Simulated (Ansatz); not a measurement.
# H₂O+ (doublet): wave-function methods side by side at distance O1–H2 = 2.259 Å, cc-pVDZ

How much of the correlation energy of H₂O+ (doublet) does each wave-function method recover here?

The runs use Ansatz 0.2.0, Gaussian basis; cc-pVDZ, core rule «outside noble gas», up to 1 orbitals frozen.

The runs, in order: UHF; CCSD(T) on ROHF; CCSD(T) on UHF; BCCD(T) on ROHF; CISD; CCSDT(Q) on ROHF; CCSDT(Q) on UHF; CASSCF and MRCISD+Q, 3 electrons in 3 orbitals; CASSCF and NEVPT2, 3 electrons in 3 orbitals; CASSCF and MRCISD+Q, 7 electrons in 6 orbitals; CASSCF and NEVPT2, 7 electrons in 6 orbitals; Full CI.

20 further runs of the same task are left out: 16 that didn't finish, 4 set aside as unsound or not needed.

## 1. The system

The geometry derives from a PBE0/def2-TZVP stationary point (not a proven minimum). One bond is set to the value named and the two fragments are kept rigid.

3 atoms, charge 1, spin multiplicity 2.

Atoms are counted from 1 here; the program's logs count them from 0.

Bond lengths: O1–H3 1.004 Å.

## 2. UHF

File in.yaml:

```yaml
crystal:
  periodic: [false, false, false]
  atoms:
    - {symbol: O, position_ang: [0.000000, -0.105000, 0.057448]}
    - {symbol: H, position_ang: [0.000000, 1.194335, -1.790473]}
    - {symbol: H, position_ang: [0.000000, 0.472371, 0.878588]}
basis:
  gaussian: {orbitals: cc-pVDZ}
total_charge: 1
magnetization: {spin_polarized: true, initial_magnetization: 1}
hamiltonian: {xc: hf}
output: {orbitals: {seedname: orbitals}}
```

Started as:

```sh
> ansatz run in.yaml --threads 1 --pin off --events-out ev --progress --plain --max-ram 2393MiB
```

The runs that follow: CCSD(T) on ROHF; CCSD(T) on UHF; BCCD(T) on ROHF; CISD; CCSDT(Q) on ROHF; CCSDT(Q) on UHF; CASSCF and MRCISD+Q, 3 electrons in 3 orbitals; CASSCF and NEVPT2, 3 electrons in 3 orbitals; CASSCF and MRCISD+Q, 7 electrons in 6 orbitals; CASSCF and NEVPT2, 7 electrons in 6 orbitals; Full CI.

**Question.** What will the summary of the whole plan be? Wanted: FCI below the RHF energy; RMP2 from FCI; UMP2 from FCI; RCCSD from FCI; RCCSD(T) from FCI; UCCSD(T) from FCI; RCCSDT(Q) from FCI; UCCSDT(Q) from FCI; NEVPT2 pair from FCI.

As calculated:

| quantity | value |
| --- | --- |
| FCI below the RHF energy | -5.5042 eV |
| RMP2 from FCI | +19.72 kcal/mol |
| UMP2 from FCI | +24.57 kcal/mol |
| RCCSD from FCI | +5.13 kcal/mol |
| RCCSD(T) from FCI | +0.32 kcal/mol |
| UCCSD(T) from FCI | +2.13 kcal/mol |
| RCCSDT(Q) from FCI | +0.12 kcal/mol |
| UCCSDT(Q) from FCI | -0.11 kcal/mol |
| NEVPT2 pair from FCI | +13.39 kcal/mol |
| MRCISD+Q pair from FCI | +2.54 kcal/mol |
| NEVPT2 valence from FCI | +12.52 kcal/mol |
| levels within 1 kcal/mol (43 meV) | RCCSD(T), RCCSDT, UCCSDT, RCCSDT(Q), UCCSDT(Q) |
| T1 diagnostic | 0.106 |
| effectively unpaired electrons | 1.32 |

In words: RCCSD(T) lands +0.32 kcal/mol from the yardstick (0.3 % of the correlation energy). CCSD(T) misses by +0.32 kcal/mol on the restricted determinant and by +2.13 kcal/mol on the unrestricted one; the two need not hold the same state or core. UCCSDT(Q) falls below full CI: unrestricted runs freeze a spin-polarised core, another one than full CI's, and coupled cluster isn't variational. The occupations show some static correlation. Of the multireference levels listed MRCISD+Q valence comes nearest in total energy (+1.09 kcal/mol), which doesn't show that its space is the better one. These misses are within one basis, not against nature; the frozen cores of restricted and unrestricted runs differ, which can shift their rows.
